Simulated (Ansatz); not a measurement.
Reaction (SMILES): C#C (C2H2) → 2 C atom + 2 H atom
B3LYP-D3(BJ)/def2-TZVP geometries, fixed; electronic energies without zero-point terms.
Largest species:
```xyz
4

C      0.0000     0.0000    -0.5984
C      0.0000     0.0000     0.5984
H      0.0000     0.0000     1.6611
H      0.0000     0.0000    -1.6611
```
Charge 0, spin multiplicity 1.

Basis-set convergence of the atomisation energy at wB97M-V with Ansatz (a quantum-chemistry and plane-wave program). Cartesian d functions, on some or all atoms, in 6-31G*; all else is spherical. The program fits the integrals of some runs and decomposes those of others, by size. Open shells are unrestricted. The functional holds VV10 correlation; no added dispersion term, no relativity. Functions are those of the species that has most. Reference: the value in aug-pcseg-3, 404.38 kcal/mol, itself unsure by roughly 0.32 kcal/mol (its mean distance from aug-cc-pVQZ, cc-pV5Z, def2-QZVPPD). Deviations are taken from unrounded values.

```
basis              functions  atomisation energy (kcal/mol)  minus reference (kcal/mol)
-----------------  ---------  -----------------------------  --------------------------
3-21G                     22                         399.72                       -4.66
6-31G                     22                         395.34                       -9.04
pcseg-0                   22                         393.76                      -10.61
6-31G*                    34                         401.87                       -2.50
cc-pVDZ                   38                         397.29                       -7.09
aug-cc-pVDZ               64                         395.37                       -9.01
aug-pcseg-1               64                         396.87                       -7.51
def2-TZVP                 74                         403.65                       -0.72
cc-pVTZ                   88                         403.88                       -0.50
def2-TZVPP                90                         404.32                       -0.05
def2-TZVPD                92                         403.75                       -0.62
jun-cc-pV(T+d)Z          106                         403.41                       -0.97
6-311++G(3df,3pd)        114                         404.01                       -0.37
aug-cc-pVTZ              138                         403.33                       -1.05
aug-pcseg-2              138                         404.62                        0.24
def2-QZVPPD              192                         403.96                       -0.42
aug-pcseg-3              268                         404.38                        0.00
cc-pV5Z                  292                         404.20                       -0.17
```
